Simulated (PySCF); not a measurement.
Below is a simulated gas-phase C 1s photoelectron spectrum of (Z)-pent-2-en-4-ynenitrile (`C#C/C=C\C#N`).

Every computed line was given a Gaussian of 0.7 eV full width at half maximum and an area set by the number of equivalent atoms; the highest printed point is 100. The calculation used delta-SCF UKS SCAN, pcX-2 on the ionised atom, pcseg-1 elsewhere, spin-free X2C in PySCF.

binding energy (eV), intensity and a bar:
```
    289.7          0 
    289.8          0 
    289.9          1 
    290.0          2 
    290.1          4 #
    290.2          7 ##
    290.3         12 ####
    290.4         19 ######
    290.5         27 ########
    290.6         34 ##########
    290.7         40 ############
    290.8         43 #############
    290.9         45 ##############
    291.0         46 ##############
    291.1         47 ##############
    291.2         48 ##############
    291.3         50 ###############
    291.4         52 ################
    291.5         56 #################
    291.6         63 ###################
    291.7         72 ######################
    291.8         84 #########################
    291.9         94 ############################
    292.0        100 ##############################
    292.1         98 #############################
    292.2         88 ##########################
    292.3         72 ######################
    292.4         54 ################
    292.5         36 ###########
    292.6         22 #######
    292.7         12 ####
    292.8          6 ##
    292.9          3 #
    293.0          1 
    293.1          0 
    293.2          0
```

**Question.** How many maxima does the curve show, and how many computed lines lie under it?

**Answer.** The curve has 1 maximum (at 292.0 eV). Under it lie 5 lines from 5 inequivalent carbon sites. At this width some lines have no maximum of their own.

**Question.** Decompose the envelope and assign each component. Numbering: `[CH:1]#[C:2]/[CH:3]=[CH:4]\[C:5]#[N:6]`.

**Answer.** 
```
position (eV)  relative area  line  atoms             environment
       290.74              1  C 1s     C1  terminal alkyne carbon
       291.31              1  C 1s     C2           alkyne carbon
       291.86              1  C 1s     C4        alkene CH carbon
       292.08              1  C 1s     C3        alkene CH carbon
       292.17              1  C 1s     C5          nitrile carbon
```

The listed C 1s values span 1.43 eV, from C1 (bonded to C (triple bond) and H) to C5 (bonded to N (triple bond) and C). Summing the Pauling electronegativity differences to the bonded atoms, each weighted by its formal bond order, gives -0.35 for the lowest site and +1.47 for the highest; no listed site has a larger sum than the highest.

No satellites, vibrations or lifetime broadening are included. Spin contamination (⟨S²⟩ against 0.75 for a pure doublet) is marked for C 1s of C1 (0.87), C 1s of C2 (0.92) and C 1s of C3 (0.92), which makes these values less certain. Isolated species at its GFN2-xTB geometry, gas phase.
